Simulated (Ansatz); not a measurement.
Steps of a relaxation of `[Al][Cl]` with RKS PBE-D4/def2-SVP.

```sh
$ ansatz run in.yaml --threads 2 --pin off --events-out ev --progress --plain --max-ram 22528MiB --backend cpu
```

```yaml
crystal:
  periodic: [false, false, false]
  atoms:
    - {symbol: Al, position_ang: [0.000000, 0.000000, 0.000000]}
    - {symbol: Cl, position_ang: [0.000000, 0.000000, 2.130113]}
basis:
  gaussian: {orbitals: def2-SVP}
hamiltonian: {xc: pbe, dispersion: d4}
relax: {f_tol: 0.03, max_steps: 200}
```

Positions (Å) and forces (eV/Å) along the path, 3 of 3 steps:

```xyz
2
step=1 energy=-19106.0130 eV
Al    0.000    0.000    0.000    0.000    0.000   -0.438
Cl    0.000    0.000    2.130    0.000    0.000    0.438
2
step=2 energy=-19106.0193 eV
Al    0.000    0.000   -0.011    0.000    0.000   -0.126
Cl    0.000    0.000    2.141    0.000    0.000    0.126
2
step=3 energy=-19106.0199 eV
Al    0.000    0.000   -0.016    0.000    0.000   -0.007
Cl    0.000    0.000    2.146    0.000    0.000    0.007
```

Run time 1.3 s (2 threads of an AMD EPYC 7R13 on a shared host); peak host memory 0.14 GiB.
